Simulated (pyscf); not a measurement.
Thermochemistry of product channels of `[F][N]([F])[F]` + `[GeH2]` [singlet] on the singlet surface, in kcal/mol, from ωB97M-D3(BJ)/def2-TZVP energies (ideal gas, 1 atm, RRHO with modes under 100 cm⁻¹ raised to 100, one conformer, R ln 2 for chiral ones without a mode under 150 cm⁻¹). Structures and frequencies: ωB97X-D3(BJ)/def2-SVP in PySCF.

| products | ΔE | ΔH(298 K) | ΔG(600 K) | ΔG(900 K) |
|---|---|---|---|---|
| `[F][F]` + `[F][N]=[GeH2]` | +44.0 | +44.4 | +43.4 | +42.5 |
| `[F][GeH2][N]([F])[F]` | -92.5 | -89.9 | -69.6 | -60.1 |

These are energies of the channels, which say nothing of barriers. F–N=GeH₂ lies 132.5 kcal/mol over its isomer H₂N–Ge:–F [singlet] (electronic energy, ωB97M-D3(BJ)). F–GeH₂–N(F)–F lies 160.8 kcal/mol over its isomer H₂N–Ge(F)(F)–F (electronic energy, ωB97M-D3(BJ)). Elements up to Kr have no core potential and no relativistic terms here.
